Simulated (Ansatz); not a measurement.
**PH₄ (doublet): wave-function methods side by side, def2-TZVPP**

An exercise on one series of results from a longer session: the logs are not shown, and one member is left open.

The runs use Ansatz 0.2.0, Gaussian basis; def2-TZVPP, core rule «outside noble gas», up to 5 orbitals frozen.

Plan: UHF; ROHF; CCSD(T) on UHF.

2 further runs of the same task are left out: 2 set aside as unsound or not needed.

### The system

The geometry is a PBE0/def2-TZVP stationary point (not a proven minimum).

5 atoms, charge 0, spin multiplicity 2.

Atoms are counted from 1 here; the program's logs count them from 0.

Bond lengths: P1–H2 1.519 Å, P1–H3 1.410 Å, P1–H4 1.410 Å, P1–H5 1.519 Å. Angles: H2–P1–H3 92.8°, H2–P1–H4 92.8°, H2–P1–H5 171.2°, H3–P1–H4 99.8°, H3–P1–H5 92.8°, H4–P1–H5 92.8°.

Coordinates:

```xyz
5
H4P
P     0.04563    0.00000    0.00000
H     0.16158    0.00000   -1.51467
H    -0.86263    1.07824    0.00000
H    -0.86263   -1.07824    0.00000
H     0.16158    0.00000    1.51467
```

Set-up of the first run:

Input file in.yaml:

```yaml
crystal:
  periodic: [false, false, false]
  atoms:
    - {symbol: P, position_ang: [0.045627, 0.000000, 0.000000]}
    - {symbol: H, position_ang: [0.161577, 0.000000, -1.514668]}
    - {symbol: H, position_ang: [-0.862630, 1.078238, 0.000000]}
    - {symbol: H, position_ang: [-0.862630, -1.078238, 0.000000]}
    - {symbol: H, position_ang: [0.161577, 0.000000, 1.514668]}
basis:
  gaussian: {orbitals: def2-TZVPP}
magnetization: {spin_polarized: true, initial_magnetization: 1}
hamiltonian: {xc: hf}
output: {orbitals: {seedname: orbitals}}
```

The run is started by

```
ansatz run in.yaml --threads 1 --pin off --events-out ev --progress --plain --max-ram 4096MiB --backend cpu
```

Steps of the session up to this table: UHF; ROHF; CCSD(T) on UHF.

One of the session's tables, all rows but one given; the rest of the session is left out.

```
  method  from UCCSD(T) (kcal/mol)
    ROHF                   +143.09
     UHF                   +138.17
    UMP2                    +24.85
   UCCSD                         ?
UCCSD(T)                         0
```

Estimate the missing values for UCCSD.

The run gave: from UCCSD(T) (kcal/mol): +4.41. In the column «from UCCSD(T) (kcal/mol)» it lies between UCCSD(T) (0) and UMP2 (+24.85).

With the free atoms at the same levels and basis (separate runs), the atomisation energy is 10.539 eV at UCCSD(T), 7.197 eV at ROHF.
